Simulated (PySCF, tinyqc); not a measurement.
Coupled-perturbed Hartree-Fock on RHF in the sto-3g basis, for LiH, spin multiplicity 1, step by step. The lowest restricted solution is unstable here: a spin-polarised one lies 0.0196 hartree lower (PySCF). One step of it, computed by the program tinyqc.

Question. Coupled step 2. U_ai = -(mu_ai + sum_bj [4 (ai|bj) - (ab|ij) - (aj|bi)] U_bj) / (e_a - e_i); alpha = -4 sum U_ai mu_ai.

U after step 1:
```
          i1         i2
a3  0.066735   4.474189
a4  0.000000   0.000000
a5  0.000000   0.000000
a6  0.054208  -1.638002
```

dipole integrals <a|z|i> (bohr):
```
           i1         i2
a3  -0.128003  -1.020321
a4   0.000000   0.000000
a5   0.000000   0.000000
a6  -0.149421   1.219030
```

orbital energies (hartree): MO1 -2.373957, MO2 -0.216278, MO3 0.066822, MO4 0.157554, MO5 0.157554, MO6 0.333531

Two-electron integrals over orbitals (pq|rs), unique and non-zero (hartree):
```
(11|11) 1.659502    (21|11) -0.097666   (21|21) 0.009832    (22|11) 0.296732
(22|21) 0.001805    (22|22) 0.434418    (31|11) -0.142580   (31|21) 0.010847
(31|22) -0.009777   (31|31) 0.022000    (32|11) 0.037450    (32|21) -0.002499
(32|22) -0.066854   (32|31) -0.000457   (32|32) 0.028965    (33|11) 0.386675
(33|21) -0.008226   (33|22) 0.212358    (33|31) 0.000431    (33|32) 0.017365
(33|33) 0.320911    (41|41) 0.009798    (42|41) 0.007315    (42|42) 0.020850
(43|41) 0.010441    (43|42) 0.021255    (43|43) 0.041365    (44|11) 0.396345
(44|21) -0.003487   (44|22) 0.234333    (44|31) -0.005075   (44|32) 0.019159
(44|33) 0.277264    (44|44) 0.312946    (51|51) 0.009798    (52|51) 0.007315
(52|52) 0.020850    (53|51) 0.010441    (53|52) 0.021255    (53|53) 0.041365
(54|54) 0.016869    (55|11) 0.396345    (55|21) -0.003487   (55|22) 0.234333
(55|31) -0.005075   (55|32) 0.019159    (55|33) 0.277264    (55|44) 0.279207
(55|55) 0.312946    (61|11) 0.065699    (61|21) -0.008641   (61|22) -0.006922
(61|31) -0.004233   (61|32) 0.002938    (61|33) 0.011485    (61|44) 0.001635
(61|55) 0.001635    (61|61) 0.010423    (62|11) -0.087512   (62|21) 0.000903
(62|22) 0.103193    (62|31) 0.004772    (62|32) -0.052186   (62|33) -0.016212
(62|44) -0.043139   (62|55) -0.043139   (62|61) 0.001684    (62|62) 0.132240
(63|11) 0.028509    (63|21) -0.002118   (63|22) -0.064102   (63|31) 0.003879
(63|32) 0.024359    (63|33) 0.037217    (63|44) 0.011794    (63|55) 0.011794
(63|61) 0.004795    (63|62) -0.044342   (63|63) 0.036955    (64|41) -0.005419
(64|42) -0.017473   (64|43) -0.010652   (64|64) 0.018434    (65|51) -0.005419
(65|52) -0.017473   (65|53) -0.010652   (65|65) 0.018434    (66|11) 0.346069
(66|21) 0.000272    (66|22) 0.402834    (66|31) -0.010047   (66|32) -0.051241
(66|33) 0.239908    (66|44) 0.253776    (66|55) 0.253776    (66|61) -0.005323
(66|62) 0.080641    (66|63) -0.047401   (66|66) 0.394882
```

Give: U after step 2; polarisability.

Answer.

U after step 2:
```
        i1       i2
a3  0.0618   5.0486
a4  0.0000   0.0000
a5  0.0000   0.0000
a6  0.0504  -1.4857
```

polarisability = 27.9111 bohr^3
